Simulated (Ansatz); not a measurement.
**H2O2 (hydrogen peroxide): CCSD(T)/def2-TZVPP**

Aim: the energy change on altering one bond length of H2O2 (hydrogen peroxide) at CCSD(T)/def2-TZVPP, from 2 runs. 

Program for the calculation: Ansatz 0.2.0.

38 further runs of the same task are left out: 38 set aside as unsound or not needed.

## Step 1: The molecule

The species is H2O2 (4 atoms), meant as a singlet with charge 0. SMILES: `OO`. The coordinates come from a PBE0-D4/def2-TZVP relaxation.

Bond lengths: O1–O2 1.426 Å, O1–H3 0.965 Å, O2–H4 0.965 Å. Angles: O1–O2–H4 101.1°, O2–O1–H3 101.1°.

## Step 2: A single-point energy at CCSD(T)/def2-TZVPP

molecule.yaml

```yaml
crystal:
  periodic: [false, false, false]
  atoms:
    - {symbol: O, position_ang: [-0.486800, -0.581100, 0.030600]}
    - {symbol: O, position_ang: [0.048300, 0.728400, 0.206900]}
    - {symbol: H, position_ang: [0.186400, -1.117000, 0.467400]}
    - {symbol: H, position_ang: [0.252100, 0.969800, -0.704900]}
basis:
  gaussian:
    orbitals: def2-TZVPP
accuracy: high
correlation:
  method: ccsd_t
  frozen_orbitals: {H: 0, O: 1}
scf:
  omitted_lower_state_checks: [cluster_reference, increment]
```

Command:

```bash
$ ansatz run molecule.yaml --threads 1 --pin off --max-ram 3480MiB --events-out events.jsonl --progress --plain --runs-dir runs
```

Log:

```text
Warning: RAYON_NUM_THREADS=1 ignored (pool sized by the plan → 1); use --threads N
Functional definition: HF
  name "HF"
  exchange = exact_x
  correlation = 0
these checks for a lower state are left out or cut short: cluster_reference, increment
1537 factors; integrals over basis functions are off by at most 3.6e-9 eV
mean field evaluation 1: about -4103.7474 eV, gradient 2.4e1 eV
mean field evaluation 2: about -4103.7506 eV, gradient 2.4e1 eV
mean field evaluation 4: about -4104.7123 eV, gradient 2.0e0 eV
mean field evaluation 8: about -4104.7220 eV, gradient 5.7e-5 eV
mean field -4104.72198051 eV, -150.8457505031 hartree, gradient 3.9e-8 eV, S^2 0.000000; 0 other end points of the search recorded, 0 dependent functions left out
2 core orbitals not correlated: weight in the atoms' cores, before any rotation towards them, 1.000 or more for the frozen orbitals, at most 0.000 for the correlated occupied ones
reference -4104.72198051 eV, -150.8457505031 hartree; 7, 7 occupied and 81, 81 virtual orbitals, 1537 factors
second order -13.41360087 eV of doubles, -0.00000000 eV of singles
cycle   1  -13.25113677 eV  change    1.6e-1 eV  update   6.7e-2
cycle   2  -13.57896407 eV  change   -3.3e-1 eV  update   2.0e-2
cycle   3  -13.63807685 eV  change   -5.9e-2 eV  update   8.5e-3
cycle   4  -13.63550859 eV  change    2.6e-3 eV  update   1.9e-3
cycle   5  -13.63670101 eV  change   -1.2e-3 eV  update   8.7e-4
cycle   6  -13.63693026 eV  change   -2.3e-4 eV  update   3.3e-4
cycle   7  -13.63681883 eV  change    1.1e-4 eV  update   1.4e-4
cycle   8  -13.63678466 eV  change    3.4e-5 eV  update   6.1e-5
cycle   9  -13.63677362 eV  change    1.1e-5 eV  update   2.8e-5
cycle  10  -13.63676740 eV  change    6.2e-6 eV  update   1.2e-5
cycle  11  -13.63678615 eV  change   -1.9e-5 eV  update   4.0e-6
cycle  12  -13.63678158 eV  change    4.6e-6 eV  update   1.2e-6
cycle  13  -13.63678286 eV  change   -1.3e-6 eV  update   3.5e-7
cycle  14  -13.63678251 eV  change    3.5e-7 eV  update   1.4e-7
cycle  15  -13.63678243 eV  change    7.4e-8 eV  update   4.8e-8
cycle  16  -13.63678243 eV  change    4.9e-9 eV  update   2.7e-8
cycle  17  -13.63678242 eV  change    1.3e-8 eV  update   1.9e-8
cycle  18  -13.63678271 eV  change   -2.9e-7 eV  update   9.6e-8
cycle  19  -13.63678267 eV  change    3.9e-8 eV  update   2.4e-8
cycle  20  -13.63678269 eV  change   -1.4e-8 eV  update   8.2e-9
cycle  21  -13.63678268 eV  change   6.8e-10 eV  update   2.9e-9
cycle  22  -13.63678269 eV  change   -1.5e-9 eV  update  9.7e-10
cycle  23  -13.63678269 eV  change  -3.8e-10 eV  update  4.1e-10
perturbative correction -0.48683367 eV, -0.0178908074 hartree
Total energy: -4118.84559686 eV, -151.3647838309 hartree
Checks for a lower state left out: cluster_reference, increment
```

Wall time 11 s (1 thread of Arm Neoverse V2, shared host); peak memory 0.56 GiB.

## Step 3: The distorted shape

input.yaml

```yaml
basis:
  gaussian:
    orbitals: def2-TZVPP
crystal:
  periodic: [false, false, false]
  atoms:
    - {symbol: O, position_ang: [-1.025388, -0.152357, -0.318858]}
    - {symbol: O, position_ang: [-0.490288, 1.157143, -0.142558]}
    - {symbol: H, position_ang: [0.186400, -1.117000, 0.467400]}
    - {symbol: H, position_ang: [-0.286488, 1.398543, -1.054358]}
total_charge: 0
correlation:
  method: ccsd_t
  frozen_orbitals: {H: 0, O: 1}
accuracy: high
scf:
  omitted_lower_state_checks: [cluster_reference, increment]
```

Command:

```bash
$ ansatz run input.yaml --threads 1 --pin off --max-ram 3480MiB --events-out events.jsonl --progress --plain --runs-dir runs
```

Log:

```text
Warning: RAYON_NUM_THREADS=1 ignored (pool sized by the plan → 1); use --threads N
[... 4 set-up lines as earlier in the session ...]
these checks for a lower state are left out or cut short: cluster_reference, increment
1514 factors; integrals over basis functions are off by at most 3.6e-9 eV
mean field evaluation 1: about -4097.9445 eV, gradient 2.7e1 eV
mean field evaluation 2: about -4097.9488 eV, gradient 2.7e1 eV
mean field evaluation 4: about -4099.9073 eV, gradient 3.7e0 eV
mean field evaluation 8: about -4099.9844 eV, gradient 2.7e-1 eV
mean field evaluation 16: about -4099.9851 eV, gradient 2.0e-8 eV
mean field -4099.98509445 eV, -150.6716731512 hartree, gradient 2.0e-8 eV, S^2 0.000000; 0 other end points of the search recorded, 0 dependent functions left out; unrestricted orbitals would lower it
2 core orbitals not correlated: weight in the atoms' cores, before any rotation towards them, 1.000 or more for the frozen orbitals, at most 0.000 for the correlated occupied ones
reference -4099.98509445 eV, -150.6716731512 hartree; 7, 7 occupied and 81, 81 virtual orbitals, 1514 factors
second order -14.54894059 eV of doubles, -0.00000000 eV of singles
cycle   1  -14.02427432 eV  change    5.2e-1 eV  update   1.2e-1
cycle   2  -14.59111154 eV  change   -5.7e-1 eV  update   5.4e-2
cycle   3  -14.83628201 eV  change   -2.5e-1 eV  update   3.2e-2
cycle   4  -14.82251758 eV  change    1.4e-2 eV  update   1.0e-2
cycle   5  -14.82689053 eV  change   -4.4e-3 eV  update   6.5e-3
cycle   6  -14.82971989 eV  change   -2.8e-3 eV  update   3.2e-3
cycle   7  -14.82810248 eV  change    1.6e-3 eV  update   2.0e-3
cycle   8  -14.82825216 eV  change   -1.5e-4 eV  update   1.2e-3
cycle   9  -14.82848877 eV  change   -2.4e-4 eV  update   8.2e-4
cycle  10  -14.82814560 eV  change    3.4e-4 eV  update   4.3e-4
cycle  11  -14.82851604 eV  change   -3.7e-4 eV  update   2.1e-4
cycle  12  -14.82848469 eV  change    3.1e-5 eV  update   8.5e-5
cycle  13  -14.82852978 eV  change   -4.5e-5 eV  update   4.9e-5
cycle  14  -14.82856689 eV  change   -3.7e-5 eV  update   1.8e-5
cycle  15  -14.82856879 eV  change   -1.9e-6 eV  update   9.0e-6
cycle  16  -14.82857045 eV  change   -1.7e-6 eV  update   3.7e-6
cycle  17  -14.82857125 eV  change   -8.0e-7 eV  update   1.6e-6
cycle  18  -14.82856962 eV  change    1.6e-6 eV  update   7.1e-7
cycle  19  -14.82856949 eV  change    1.3e-7 eV  update   3.3e-7
cycle  20  -14.82856930 eV  change    1.9e-7 eV  update   1.9e-7
cycle  21  -14.82856928 eV  change    1.7e-8 eV  update   1.2e-7
cycle  22  -14.82856929 eV  change   -6.6e-9 eV  update   6.9e-8
cycle  23  -14.82856935 eV  change   -5.7e-8 eV  update   6.5e-8
cycle  24  -14.82856841 eV  change    9.4e-7 eV  update   3.4e-7
cycle  25  -14.82856847 eV  change   -6.0e-8 eV  update   1.3e-7
cycle  26  -14.82856826 eV  change    2.1e-7 eV  update   8.4e-8
cycle  27  -14.82856820 eV  change    6.0e-8 eV  update   4.7e-8
cycle  28  -14.82856811 eV  change    8.7e-8 eV  update   3.5e-8
cycle  29  -14.82856806 eV  change    5.4e-8 eV  update   2.2e-8
cycle  30  -14.82856805 eV  change    1.1e-9 eV  update   1.2e-8
cycle  31  -14.82856806 eV  change  -1.2e-10 eV  update   7.3e-9
cycle  32  -14.82856805 eV  change    7.8e-9 eV  update   4.1e-9
cycle  33  -14.82856805 eV  change   -2.2e-9 eV  update   1.9e-9
cycle  34  -14.82856805 eV  change   -1.4e-9 eV  update  9.2e-10
perturbative correction -0.74944706 eV, -0.0275416716 hartree
Total energy: -4115.56310956 eV, -151.2441546474 hartree
Checks for a lower state left out: cluster_reference, increment
```

Run time: 13 s. Hardware: 1 thread of Arm Neoverse V2, shared host; peak memory 0.56 GiB.

## Step 4: Results

At CCSD(T)/def2-TZVPP, 2 core orbitals frozen:

```
                                                         quantity          value
                                        first shape: total energy  -151.36478 Eh
         first shape: correlation energy (2 core orbitals frozen)     -519.0 mEh
                                      first shape: (T) correction     -17.89 mEh
                                       first shape: T1 diagnostic          0.011
                                    distorted shape: total energy  -151.24415 Eh
     distorted shape: correlation energy (2 core orbitals frozen)     -572.5 mEh
                                  distorted shape: (T) correction     -27.54 mEh
                                   distorted shape: T1 diagnostic          0.024
energy change with the O1–H3 bond stretched from 0.965 to 1.737 Å       3.282 eV
```

In words: One bond (distorted shape) is far stretched, which a spin-restricted single reference describes badly; perturbation theory on it can break down and give far too much correlation. With the O1–H3 bond stretched from 0.965 to 1.737 Å the energy rises by 3.28 eV (76 kcal/mol). The first shape isn't relaxed at this level, so the change isn't measured from a minimum. A restricted reference can't describe the breaking bond well at this length. The triples (first shape) make up 3.4 % of the correlation energy. The T1 diagnostic (distorted shape) of 0.024 is above the customary mark for such species, so a single reference may not serve. The restricted solution (distorted shape) is unstable to spin breaking: an unrestricted one lies lower. The triples (distorted shape) make up 4.8 % of the correlation energy.
